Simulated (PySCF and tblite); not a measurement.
The numbers below are computed, except where a source is named.
C₂H₆S, numbered as in [CH3:1][CH2:2][SH:3]. The same 2 conformers on PBE0-D3(BJ)/def2-SVP geometries, with only the solvent of the single-point energies changed (functional PBE0, basis set def2-TZVP, D3(BJ) where defined; PySCF).

Torsions listed: C1–C2–S3–H3. Of a mirror pair one member is shown.

```csv
conformer,shape,symmetry,dipole D
1,64°,C1 (pair),1.67
2,-178°,Cs,1.66
```

Energies (kcal/mol) above conformer 1 and its weight at 298.15 K (thermal terms from GFN2-xTB):

```csv
solvent,E(2) − E(1),weight of 1 (%),dipole of 1 (D),of 2
gas phase,0.57,77,1.67,1.66
cyclohexane,0.57,77,1.89,1.88
chloroform,?,?,?,?
acetone,0.62,78,2.22,2.23
water,0.63,78,2.26,2.27
```

What does chloroform give?

E(2) − E(1) = 0.59 kcal/mol, weight of conformer 1 77 %, dipoles 2.07 and 2.07 D.

How much does the choice of solvent matter?

The widest range is that of E(2) − E(1), which runs from 0.57 (gas phase) to 0.63 kcal/mol (water), a spread of 0.06, against RT = 0.59.
